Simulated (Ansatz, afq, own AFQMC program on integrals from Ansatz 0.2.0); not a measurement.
AlSiH$_{2}$⁺, triplet: AFQMC among the cluster methods

```yaml
atoms:
  - { symbol: Si, position_ang: [0.0000, 0.0000, 1.2493] }
  - { symbol: Al, position_ang: [0.0000, 0.0000, -1.1594] }
  - { symbol: H, position_ang: [0.0000, 1.4055, -1.8880] }
  - { symbol: H, position_ang: [0.0000, -1.4055, -1.8880] }
```

Connectivity, by distances: Si–AlH2.

Basis cc-pVDZ. Noble-gas cores (and the filled d shells of Ga–Kr and In–Xe) are frozen. Integrals, coupled cluster, full CI and functionals: Ansatz 0.2.0; the random walks run on the same integrals in our own AFQMC program. The CISD trial takes its coefficients from CCSD amplitudes. Released means that phaseless walkers are propagated on without the constraint, phases kept. Free AFQMC starts from the CCSD state and is never constrained. Its projection time is finite, and what remains of the start isn't in its error. ± is one standard error of the sampling.

Determinant: UHF, the one that the program's search chose, which needn't be the lowest solution. The geometry is a PBE0/def2-TZVP stationary point of this or a neighbouring charge and spin state.

No full CI on the walks' own integrals is used here; CCSDT(Q) serves as the reference and is uncertain by about the last step of the cluster series.

Cautions: lower spins were not checked.

The T1 diagnostic is 0.0247. The weight of the determinant in the CISD state is 0.886, the ⟨S²⟩ of the determinant is 2.013 and the size of the correlated space is 8 electrons in 36 orbitals.

Reference: CCSDT(Q), correlation energy -3.873 eV. The released energy is read at 2.40 1/Eh (meV from the phaseless value at times in 1/Eh: -4 ± 7 at 0.24, -12 ± 7 at 0.51, -19 ± 8 at 0.99, -18 ± 9 at 1.62, -21 ± 11 at 2.40).

```json
{"level": "HF", "E − E(reference) (meV)": "3873.0", "share of correlation (%)": "0.00"}
{"level": "MP2", "E − E(reference) (meV)": "1103.9", "share of correlation (%)": "71.50"}
{"level": "CCSD", "E − E(reference) (meV)": "127.7", "share of correlation (%)": "96.70"}
{"level": "CCSD(T)", "E − E(reference) (meV)": "37.5", "share of correlation (%)": "99.03"}
{"level": "CCSDT", "E − E(reference) (meV)": "4.4", "share of correlation (%)": "99.89"}
{"level": "ph-AFQMC/HF", "E − E(reference) (meV)": "35.5 ± 34.0", "share of correlation (%)": "99.08"}
{"level": "ph-AFQMC/CISD", "E − E(reference) (meV)": "22.4 ± 8.0", "share of correlation (%)": "99.42"}
{"level": "released AFQMC", "E − E(reference) (meV)": "1.8 ± 10.9", "share of correlation (%)": "99.95"}
{"level": "free AFQMC", "E − E(reference) (meV)": "-0.9 ± 8.8", "share of correlation (%)": "100.02"}
```

Free projections are given only where their last times agree within the noise and don't stop above the reference; a slow remainder of the start can still hide under it. A walk keeps the symmetry of its determinant, which the program's search chose and which needn't be the lowest solution, so a lower state of the same spin and another symmetry isn't excluded. Released energies are given only where the last usable release times agree within the noise; a slower fall can still hide under it.
